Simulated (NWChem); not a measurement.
## Lowest excitation of C2H3F

```
C
C 1 1.3259
F 1 1.3288 2 122.79
H 2 1.0902 1 119.59 3 180.00
H 2 1.0920 4 119.31 1 180.00
H 1 1.0951 2 124.90 4 0.00
```
Charge 0, spin multiplicity 1.

All runs are NWChem calculations. Structure: optimised with PBE0/def2-SVP, a minimum by its harmonic frequencies.

Basis set: def2-SVPD.

```csv
method,lowest vertical singlet excitation energy (eV),relative cost,difference from EOM-CCSD
CIS,7.93,1,+0.13
EOM-CCSD,7.79,10,0.00
TD-PBE,6.95,under 3,-0.84
TDA-BHandHLYP,7.54,under 3,-0.25
TD-B3LYP,7.16,3,-0.63
```

The values span 0.97 eV, from TD-PBE (lowest) to CIS (highest). Relative cost: rough, from shared machines, SCF included, CIS = 1.

The correlated methods keep 3 core orbitals frozen. B3LYP has NWChem's definition, with VWN1-RPA local correlation. The structure started from a generated list of species. Coupled-cluster values serve here as a point of comparison, not as the truth.
